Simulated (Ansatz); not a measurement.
Process, species as SMILES: F[C](F)F → C atom + 3 F atom
B3LYP-D3(BJ)/def2-TZVP geometries, fixed; electronic energies without zero-point terms.

Basis-set convergence of the atomisation energy at B2PLYP with Ansatz (a quantum-chemistry and plane-wave program). All functions are spherical. Cores are frozen. Open shells are unrestricted. No added dispersion term, no relativity. Functions are those of the species that has most. Reference: the value in pcseg-4, 346.30 kcal/mol, itself unsure by roughly 0.37 kcal/mol (its mean distance from aug-pcseg-3, aug-cc-pVQZ, cc-pV5Z). Deviations are taken from unrounded values.

| basis | functions |
|---|---|
| cc-pVDZ | 56 |
| aug-cc-pVDZ | 92 |
| cc-pVTZ | 120 |
| jun-cc-pV(T+d)Z | 156 |
| aug-cc-pVTZ | 184 |
| cc-pVQZ | 220 |
| aug-cc-pVQZ | 320 |
| cc-pV5Z | 364 |

**Question.** Which is the smallest correlation-consistent set listed that can be trusted to 2 kcal/mol here, that is, within that of the reference together with its larger relatives (same family, alike in diffuse functions; a set with none to test it counts only in the reference's own line)?

**Answer.** The smallest set listed that lies within 2 kcal/mol of the reference with all its larger relatives (same family, alike in diffuse functions; a set with none counts only in the reference's own line) is cc-pVQZ (220 functions, -0.76 kcal/mol off). Inside, with no larger relative to test it: aug-cc-pVQZ. Value minus reference: cc-pVDZ -14.69, aug-cc-pVDZ -14.53, cc-pVTZ -2.60, jun-cc-pV(T+d)Z -3.66, aug-cc-pVTZ -2.77, cc-pVQZ -0.76, aug-cc-pVQZ -0.65, cc-pV5Z -0.38 kcal/mol.
